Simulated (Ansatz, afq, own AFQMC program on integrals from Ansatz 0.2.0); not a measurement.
# Ga2SiH, doublet in cc-pVDZ along one coordinate

```xyz
4

Ga    0.0000   -0.5215    2.5172
Si    0.0000   -0.2414    0.0000
Ga    0.0000   -0.5215   -2.5172
H     0.0000    1.2844    0.0001
```

The Ga1–Si2 distance is changed with both sides rigid. Energies in kcal/mol count from this geometry (2.533 Å) at the same level; the start stands on UHF, each point on the determinant named.

Basis cc-pVDZ. Noble-gas cores (and the filled d shells of Ga–Kr and In–Xe) are frozen. Ansatz 0.2.0 and our own AFQMC program on the same integrals; the CISD trial comes from CCSD amplitudes, and released means the phaseless constraint is let go. Error bars are statistical, one sigma. No spin–orbit coupling.

Cautions, each for one point or more: higher spins were not checked; inner d shell frozen; no relativity below Rb; no spin-orbit coupling; strong correlation; unrestricted determinant slightly spin contaminated; unrestricted determinant spin contaminated; walk and cluster series may follow different spin states.

| r(Ga1–Si2) / Å | det. | T1 | weight | ⟨S²⟩ | CCSD(T) | ph-AFQMC/CISD | released AFQMC | CCSDT(Q) | PBE | B2PLYP |
| --- | --- | --- | --- | --- | --- | --- | --- | --- | --- | --- |
| 2.031 | UHF | 0.059 | 0.76 | 1.00 | 28.6 | 28.9 ± 0.7 | 28.5 ± 0.8* | 27.7 | 21.5 | 25.4 |
| 3.042 | UHF | 0.051 | 0.77 | 0.94 | 8.6 | 9.2 ± 0.6 | 8.3 ± 0.8* | 8.2 | 8.0 | 8.5 |
| 5.544 | UHF¶ | 0.035 | 0.81 | 1.84 | 40.3 | 41.6 ± 0.6 | 40.2 ± 0.7* | 40.4 | 45.0§ | 43.1§ |
| 8.555 | UHF¶ | 0.035 | 0.81 | 1.84 | 40.6 | 41.5 ± 0.6 | 40.8 ± 0.6* | 40.7 | 47.4§ | 43.5§ |

Weight is that of the determinant in the CISD state; at the start T1 is 0.034 and the weight 0.80, and ⟨S²⟩ is 0.80. ¶ marks points with a poor determinant and no full CI, where no value is sure; they don't count among the departures. An asterisk marks released energies that aren't shown to be converged. Symmetry can't show for every point that it stays on the start's state. § marks a functional whose ⟨S²⟩ is too high by over 0.1. Largest departures from phaseless AFQMC with a CISD trial: CCSD(T) -0.6 kcal/mol at 3.042 (on UHF) (within the noise), CCSDT(Q) -1.2 kcal/mol at 2.031 (on UHF) (within the noise). The walk's constraint bias lies outside its error bars, so these are departures and not errors. The functionals aren't scored here. In this small basis the wave-function levels are far from their limit, so their gap to the functionals isn't the functionals' error.

Some points may be missing: those where a free walk finds a much lower state, and past Zn most of those on another determinant than at the start.

CCSDT and higher add their correlation energy to the determinant of the CCSD(T) run, since their own runs factorise the integrals more tightly (a shift of under 2 meV).
